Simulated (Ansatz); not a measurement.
# CH5B2 with multiplicity 2: rotation by 180° about the B1–C2 bond, part 2 of 2

How high is the barrier for the rotation by 180° about the B1–C2 bond? Relax the two ends, then run a nudged elastic band between them. SMILES of the start: B[CH]B.

Ansatz 0.2.0; UKS B3LYP-D4/def2-SVP.

## Step 4: Nudged elastic band

crystal.atoms is end A as relaxed above, and neb.final_atoms is end B, turned to lie on A. With 7 inner images the band has 9 in all. The start path is listed, through a guess of the saddle.

Contents of input.yaml:

```yaml
crystal:
  periodic: [false, false, false]
  atoms:
    - { symbol: B, position_ang: [-0.859252, 0.778248, -0.687224] }
    - { symbol: C, position_ang: [0.109928, 0.367025, 0.412813] }
    - { symbol: B, position_ang: [0.749052, -1.013404, 0.477633] }
    - { symbol: H, position_ang: [-1.78448, 0.058983, -0.987669] }
    - { symbol: H, position_ang: [-0.706295, 1.811794, -1.296826] }
    - { symbol: H, position_ang: [0.476972, 1.145294, 1.102994] }
    - { symbol: H, position_ang: [1.943628, -1.140066, 0.619876] }
    - { symbol: H, position_ang: [0.070437, -2.007866, 0.358392] }
magnetization:
  spin_polarized: true
  initial_magnetization: 1
basis:
  gaussian: { orbitals: def2-SVP }
hamiltonian:
  xc: b3lyp
  dispersion: d4
neb:
  order_check: false
  images: 7
  f_tol: 0.05
  max_iterations: 60
  final_atoms:
    - { symbol: B, position_ang: [-0.8595482, 0.77738492, -0.68725748] }
    - { symbol: C, position_ang: [0.10939701, 0.36690357, 0.41399656] }
    - { symbol: B, position_ang: [0.74869523, -1.01375829, 0.47755202] }
    - { symbol: H, position_ang: [-0.70758799, 1.81425547, -1.29271077] }
    - { symbol: H, position_ang: [-1.78229383, 0.05641649, -0.99116057] }
    - { symbol: H, position_ang: [0.47622744, 1.14570598, 1.10414702] }
    - { symbol: H, position_ang: [1.94391531, -1.13847182, 0.62110951] }
    - { symbol: H, position_ang: [0.07118503, -2.00842832, 0.35431271] }
  initial_path:
    images:
      - { positions_ang: [[-0.859252, 0.778248, -0.687224], [0.109928, 0.367025, 0.412813], [0.749052, -1.013404, 0.477633], [-1.78448, 0.058983, -0.987669], [-0.706295, 1.811794, -1.296826], [0.476972, 1.145294, 1.102994], [1.943628, -1.140066, 0.619876], [0.070437, -2.007866, 0.358392]] }
      - { positions_ang: [[-0.86451062, 0.77715208, -0.68280381], [0.08230683, 0.34308812, 0.42093846], [0.77465609, -1.00255581, 0.45775517], [-1.83165167, 0.32797397, -0.85242958], [-0.6541049, 1.55857114, -1.4174744], [0.38705781, 1.08865959, 1.15507563], [1.9487289, -1.09424232, 0.65820268], [0.15750757, -1.99863877, 0.26072487]] }
      - { positions_ang: [[-0.86976925, 0.77605617, -0.67838362], [0.05468565, 0.31915124, 0.42906392], [0.80026019, -0.99170761, 0.43787733], [-1.87882335, 0.59696493, -0.71719017], [-0.6019148, 1.30534827, -1.53812281], [0.29714362, 1.03202519, 1.20715725], [1.9538298, -1.04841865, 0.69652936], [0.24457814, -1.98941154, 0.16305773]] }
      - { positions_ang: [[-0.87502787, 0.77496025, -0.67396343], [0.02706448, 0.29521436, 0.43718938], [0.82586428, -0.98085942, 0.4179995], [-1.92599502, 0.8659559, -0.58195075], [-0.5497247, 1.05212541, -1.65877121], [0.20722943, 0.97539078, 1.25923888], [1.9589307, -1.00259497, 0.73485604], [0.33164871, -1.9801843, 0.0653906]] }
      - { positions_ang: [[-0.8802865, 0.77386433, -0.66954324], [-0.0005567, 0.27127748, 0.44531484], [0.85146837, -0.97001123, 0.39812167], [-1.97316669, 1.13494686, -0.44671133], [-0.4975346, 0.79890255, -1.77941961], [0.11731524, 0.91875637, 1.3113205], [1.9640316, -0.95677129, 0.77318272], [0.41871927, -1.97095707, -0.03227654]] }
      - { positions_ang: [[-0.87510192, 0.77474448, -0.6739718], [0.02693173, 0.295184, 0.43748527], [0.82577509, -0.98094799, 0.41797925], [-1.65677202, 1.30477401, -0.65821119], [-0.81872441, 0.61328103, -1.58235485], [0.20704329, 0.97549377, 1.25952713], [1.95900253, -1.00219642, 0.73516442], [0.33183571, -1.98032488, 0.06437078]] }
      - { positions_ang: [[-0.86991735, 0.77562463, -0.67840036], [0.05442016, 0.31909052, 0.4296557], [0.8000818, -0.99188476, 0.43783684], [-1.34037734, 1.47460117, -0.86971105], [-1.13991422, 0.42765952, -1.38529009], [0.29677134, 1.03223117, 1.20773376], [1.95397346, -1.04762155, 0.69714612], [0.24495215, -1.9896927, 0.16101809]] }
      - { positions_ang: [[-0.86473277, 0.77650477, -0.68282892], [0.08190858, 0.34299705, 0.42182613], [0.77438852, -1.00282152, 0.45769443], [-1.02398266, 1.64442832, -1.08121091], [-1.46110402, 0.242038, -1.18822533], [0.38649939, 1.08896857, 1.15594039], [1.94894438, -1.09304668, 0.65912781], [0.15806859, -1.99906051, 0.2576654]] }
      - { positions_ang: [[-0.8595482, 0.77738492, -0.68725748], [0.10939701, 0.36690357, 0.41399656], [0.74869523, -1.01375829, 0.47755202], [-0.70758799, 1.81425547, -1.29271077], [-1.78229383, 0.05641649, -0.99116057], [0.47622744, 1.14570598, 1.10414702], [1.94391531, -1.13847182, 0.62110951], [0.07118503, -2.00842832, 0.35431271]] }
```

The run is started by

```sh
$ ansatz run input.yaml --threads 1 --pin off --max-ram 2048MiB --backend cpu --events-out ev --progress --plain --runs-dir out
```

Standard output, cut to the lines that bear on the results:

```text
Warning: RAYON_NUM_THREADS=1 ignored (pool sized by the plan → 1); use --threads N
[...]
Functional definition: B3LYP
[...]
768 factors; integrals over basis functions are off by at most 4.8e-4 eV
[...]
mean field -2467.04477565 eV, -90.6622232822 hartree, gradient 6.0e-5 eV, S^2 0.754220; 0 other end points of the search recorded, 0 dependent functions left out
[...]
reference -2467.04501405 eV, -90.6622320431 hartree; 11, 10 occupied and 56, 57 virtual orbitals, 768 factors
768 factors; integrals over basis functions are off by at most 4.9e-4 eV
[...]
mean field -2467.04475625 eV, -90.6622225692 hartree, gradient 3.1e-5 eV, S^2 0.754210; 0 other end points of the search recorded, 0 dependent functions left out
[...]
reference -2467.04499464 eV, -90.6622313298 hartree; 11, 10 occupied and 56, 57 virtual orbitals, 768 factors
[...]
NEB iter  13: max|band force component| = 2.212e-2 eV/Å  barrier→ = 0.0789 eV  barrier← = 0.0789 eV  CI = image 4  Δτ_max = 0.0000 Å  (365 SCF iters)
Total energy: -2467.12494298 eV, -90.6651693771 hartree
Atom 0 at    -0.896534     0.785145    -0.684663 Å, force     0.001743    -0.003623     0.006534 eV/Å
Atom 1 at     0.039493     0.299910     0.421096 Å, force     0.000622     0.010383    -0.006040 eV/Å
Atom 2 at     0.875622    -0.983857     0.400495 Å, force    -0.000865    -0.009439     0.007958 eV/Å
Atom 3 at    -1.981264     1.241470    -0.391447 Å, force     0.002291    -0.003285    -0.002362 eV/Å
Atom 4 at    -0.606535     0.718687    -1.857052 Å, force    -0.001472     0.002841     0.003664 eV/Å
Atom 5 at     0.113697     0.929436     1.323346 Å, force     0.000131    -0.003993    -0.006047 eV/Å
Atom 6 at     1.959719    -1.001281     0.941467 Å, force    -0.005065     0.000637    -0.003581 eV/Å
Atom 7 at     0.495792    -1.989503    -0.153254 Å, force     0.002614     0.006480    -0.000126 eV/Å
Dipole moment:    -0.008643     0.109178     0.113608 e Å
this run last wrote the band of iteration 13 to <dir>
```

Wall time 3.8 min (1 thread of Arm Neoverse V2, shared host); peak memory 0.24 GiB.

## Step 5: What the band shows

Images 0 and 8 are the ends. Energies count from image 0; the path length is the program's own measure over all atoms.

```tsv
image	path (Å)	energy (eV)	dihedral H5–B1–C2–B3 (°)	band force (eV/Å)
0	0.000	0.0000	-130	-
1	0.674	0.0274	-114	0.003
2	1.348	0.0693	-95	0.010
3	2.022	0.0682	-66	0.018
4*	2.698	0.0790	-42	0.009
5	3.242	0.0757	-20	0.022
6	3.787	0.0576	5	0.021
7	4.332	0.0198	29	0.004
8	4.877	0.0000	48	-
```

The star marks the climbing image.

image, energy (eV) and a bar:
```
        0      0.000 
        1      0.027 ##########
        2      0.069 ##########################
        3      0.068 ##########################
        4      0.079 ##############################
        5      0.076 #############################
        6      0.058 ######################
        7      0.020 ########
        8      0.000
```

How the highest energy settled:

```tsv
iteration	highest image above image 0 (eV)	largest band force (eV/Å)
1	6.7470	21.550
2	1.9334	6.799
3	0.8472	3.085
4	0.1199	0.509
5	0.0848	0.285
6	0.0801	0.110
7	0.0794	0.071
8	0.0788	0.102
9	0.0788	0.056
10	0.0789	0.103
11	0.0791	0.137
12	0.0789	0.056
13	0.0790	0.022
```

Positions of all images (Å):

```xyz
8
image=0 dE=0.0000
B    -0.859    0.778   -0.687
C     0.110    0.367    0.413
B     0.749   -1.013    0.478
H    -1.784    0.059   -0.988
H    -0.706    1.812   -1.297
H     0.477    1.145    1.103
H     1.944   -1.140    0.620
H     0.070   -2.008    0.358
8
image=1 dE=0.0274
B    -0.883    0.769   -0.663
C     0.128    0.380    0.399
B     0.777   -1.010    0.456
H    -1.963    0.221   -0.714
H    -0.638    1.612   -1.498
H     0.498    1.155    1.089
H     1.883   -1.153    0.921
H     0.199   -1.973    0.010
8
image=2 dE=0.0693
B    -0.907    0.760   -0.651
C     0.150    0.384    0.370
B     0.809   -1.006    0.440
H    -2.079    0.508   -0.465
H    -0.618    1.309   -1.693
H     0.491    1.157    1.077
H     1.763   -1.194    1.157
H     0.390   -1.918   -0.234
8
image=3 dE=0.0682
B    -0.912    0.759   -0.660
C     0.133    0.375    0.370
B     0.854   -0.989    0.413
H    -2.067    0.930   -0.327
H    -0.647    0.889   -1.835
H     0.357    1.096    1.172
H     1.748   -1.179    1.203
H     0.534   -1.881   -0.337
8
image=4 dE=0.0790
B    -0.897    0.785   -0.685
C     0.039    0.300    0.421
B     0.876   -0.984    0.400
H    -1.981    1.241   -0.391
H    -0.607    0.719   -1.857
H     0.114    0.929    1.323
H     1.960   -1.001    0.941
H     0.496   -1.990   -0.153
8
image=5 dE=0.0757
B    -0.869    0.801   -0.706
C     0.020    0.288    0.440
B     0.839   -0.995    0.422
H    -1.750    1.597   -0.474
H    -0.724    0.412   -1.841
H     0.099    0.923    1.338
H     2.028   -0.953    0.661
H     0.357   -2.074    0.159
8
image=6 dE=0.0576
B    -0.854    0.794   -0.716
C     0.041    0.314    0.450
B     0.806   -0.996    0.446
H    -1.354    1.893   -0.689
H    -1.055    0.079   -1.668
H     0.167    0.992    1.310
H     2.018   -1.015    0.483
H     0.231   -2.061    0.384
8
image=7 dE=0.0198
B    -0.853    0.784   -0.706
C     0.074    0.343    0.436
B     0.777   -1.002    0.462
H    -0.958    1.952   -0.999
H    -1.472   -0.038   -1.339
H     0.318    1.080    1.219
H     1.984   -1.092    0.487
H     0.130   -2.027    0.440
8
image=8 dE=0.0000
B    -0.860    0.777   -0.687
C     0.109    0.367    0.414
B     0.749   -1.014    0.478
H    -0.708    1.814   -1.293
H    -1.782    0.056   -0.991
H     0.476    1.146    1.104
H     1.944   -1.138    0.621
H     0.071   -2.008    0.354
```

## Step 6: Frequencies at the highest image

The geometry is the highest inner image of the first converged band.

Contents of input.yaml:

```yaml
crystal:
  periodic: [false, false, false]
  atoms:
    - { symbol: B, position_ang: [-0.896534, 0.785145, -0.684663] }
    - { symbol: C, position_ang: [0.039493, 0.29991, 0.421096] }
    - { symbol: B, position_ang: [0.875622, -0.983857, 0.400495] }
    - { symbol: H, position_ang: [-1.981264, 1.24147, -0.391447] }
    - { symbol: H, position_ang: [-0.606535, 0.718687, -1.857052] }
    - { symbol: H, position_ang: [0.113697, 0.929436, 1.323346] }
    - { symbol: H, position_ang: [1.959719, -1.001281, 0.941467] }
    - { symbol: H, position_ang: [0.495792, -1.989503, -0.153254] }
magnetization:
  spin_polarized: true
  initial_magnetization: 1
basis:
  gaussian: { orbitals: def2-SVP }
hamiltonian:
  xc: b3lyp
  dispersion: d4
phonons: {}
```

The run is started by

```sh
$ ansatz run input.yaml --threads 1 --pin off --max-ram 2048MiB --backend cpu --events-out ev --progress --plain --runs-dir out
```

Standard output, cut to the lines that bear on the results:

```text
Warning: RAYON_NUM_THREADS=1 ignored (pool sized by the plan → 1); use --threads N
[...]
Functional definition: B3LYP
[...]
768 factors; integrals over basis functions are off by at most 4.2e-4 eV
[...]
mean field -2466.96720448 eV, -90.6593725941 hartree, gradient 7.9e-5 eV, S^2 0.754548; 0 other end points of the search recorded, 0 dependent functions left out
[...]
reference -2466.96744072 eV, -90.6593812760 hartree; 11, 10 occupied and 56, 57 virtual orbitals, 768 factors
[...]
768 factors; integrals over basis functions are off by at most 4.2e-4 eV
[...]
mean field -2466.96708677 eV, -90.6593682684 hartree, gradient 1.3e-6 eV, S^2 0.754560; 0 other end points of the search recorded, 0 dependent functions left out
[...]
reference -2466.96732303 eV, -90.6593769509 hartree; 11, 10 occupied and 56, 57 virtual orbitals, 768 factors
[...]
768 factors; integrals over basis functions are off by at most 4.2e-4 eV
[...]
WARN: phonons: modes at or below zero, which the zero-point energy, F, S and C_V leave out: 1, the lowest at -85.30 cm⁻¹. A minimum has none, and a first-order saddle one
[...]
Total energy: -2467.12494850 eV, -90.6651695802 hartree
Atom 0 at    -0.896534     0.785145    -0.684663 Å, force     0.001731    -0.003638     0.006476 eV/Å
Atom 1 at     0.039493     0.299910     0.421096 Å, force     0.000697     0.010404    -0.006018 eV/Å
Atom 2 at     0.875622    -0.983857     0.400495 Å, force    -0.000843    -0.009411     0.007879 eV/Å
Atom 3 at    -1.981264     1.241470    -0.391447 Å, force     0.002274    -0.003270    -0.002369 eV/Å
Atom 4 at    -0.606535     0.718687    -1.857052 Å, force    -0.001456     0.002841     0.003697 eV/Å
Atom 5 at     0.113697     0.929436     1.323346 Å, force     0.000074    -0.004029    -0.006009 eV/Å
Atom 6 at     1.959719    -1.001281     0.941467 Å, force    -0.005024     0.000647    -0.003582 eV/Å
Atom 7 at     0.495792    -1.989503    -0.153254 Å, force     0.002548     0.006456    -0.000074 eV/Å
Dipole moment:    -0.008645     0.109183     0.113610 e Å
Vibrations: -85.30 209.51 336.89 541.85 726.16 752.59 902.17 964.54 1033.04 1060.01 1170.34 1209.52 1275.10 2530.39 2540.93 2613.74 2620.26 3096.55 cm⁻¹, zero-point energy 1.461996 eV
```

Wall time 71 s (1 thread of Arm Neoverse V2, shared host); peak memory 0.24 GiB.

Of 18 modes, 1 is imaginary by more than 30 cm⁻¹ (85i cm⁻¹).

## Step 7: Results

The summary covers parts 1 to 2.

| quantity | value |
| --- | --- |
| end A | 6 moves, 0.085 eV lower |
| end B | 5 moves, 0.087 eV lower |
| barrier forwards | 0.079 eV |
| barrier backwards | 0.079 eV |
| second end relative to first | 0.000 eV |
| highest image | 4 of 0 to 8, climbing |
| band iterations | 13 |
| imaginary modes at the top | 85i cm⁻¹ |

Along this path the system climbs 0.079 eV from the first end (3 kT at 300 K), which at an assumed attempt frequency of 10^13 s⁻¹ means a rate near 10^12 s⁻¹. The two ends lie within 1 meV of each other. The listed dihedral goes from -130° at end A through -42° at the highest image to 48° at end B. One imaginary mode, as a first-order saddle point has. Zero-point energy and entropy are left out.
